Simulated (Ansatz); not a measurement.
Basis-set extrapolation for CH₇AlSi (`[CH3][AlH][SiH3]`) (PBE0-D4/def2-TZVP geometry, frozen core, Ansatz). Multiplicity 1, RHF reference.

```json
{"": "HF", "def2-TZVPP": "-572.813729", "def2-QZVPP": "-572.831776"}
{"": "MP2 correlation", "def2-TZVPP": "-0.391772", "def2-QZVPP": "-0.418066"}
{"": "CCSD(T) correlation", "def2-TZVPP": "-0.460635", "def2-QZVPP": "not run"}
```

Energies in hartree. Use E(X) = E(∞) + A·exp(−7.88·√X) for Hartree–Fock and E(X) = E(∞) + B·X^(−2.97) for correlation, with X = 3 and 4, and add CCSD(T) minus MP2 of the smaller set to the MP2 limit.

**Question.** What is the CCSD(T) energy at the basis-set limit?

**Answer.** HF limit: -572.831776 + (-0.018047) × 0.13774 = -572.83426. MP2 limit: -0.418066 + (-0.026294) × 0.74074 = -0.43754. Higher-order term: -0.460635 − (-0.391772) = -0.06886. Total: -573.34066 hartree, 174.1 kJ/mol below CCSD(T)/def2-TZVPP.
